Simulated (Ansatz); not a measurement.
System: grey tin (α-Sn). Method: r²SCAN-D4 in Ansatz (PAW).

Numerical settings: plane-wave cutoff 560 eV, 10×10×10 k mesh, Fermi–Dirac smearing 0.01 eV, scalar-relativistic PAW data made under PBE.

Energies at three volumes about the minimum:

| V (Å³/atom) | E − E_lowest (meV/atom) |
|---|---|
| 34.318 | 2.01 |
| 35.019 | 0.00 |
| 35.719 | 1.88 |

Question: Fit a parabola by hand: where is the minimum, what lattice constant follows, and what is the bulk modulus?

Answer: Slopes: (0.00 − 2.01)/(35.019 − 34.318) = -2.867 and (1.88 − 0.00)/(35.719 − 35.019) = 2.686 meV/Å³. Curvature E″ = 2 × (2.686 − (-2.867))/(35.719 − 34.318) = 7.927 meV/Å⁶. From the middle of the first interval, the slope vanishes at V0 = 34.6685 − (-2.867)/7.927 = 35.030 Å³/atom. B = V0 E″ = 35.030 × 7.927 meV/Å³ × 0.1602 GPa per meV/Å³ = 44.5 GPa. With 8 atoms in the cube, a = (8 × 35.030)^(1/3) = 6.544 Å. The full Birch–Murnaghan fit to all volumes gives V0 = 35.016 Å³/atom and B0 = 44.3 GPa.

Measured, for comparison: bulk modulus 42.8 GPa (0 K value with the zero-point phonon effect removed; as tabulated in Mejia-Rodriguez and Trickey (2018), arXiv:1807.09216); lattice constant a 6.477 Å (static lattice: zero-point anharmonic expansion removed; as tabulated in Mejia-Rodriguez and Trickey (2018), arXiv:1807.09216). Computed (rounded) less measured: bulk modulus +4 %.

Ansatz is an electronic-structure program.
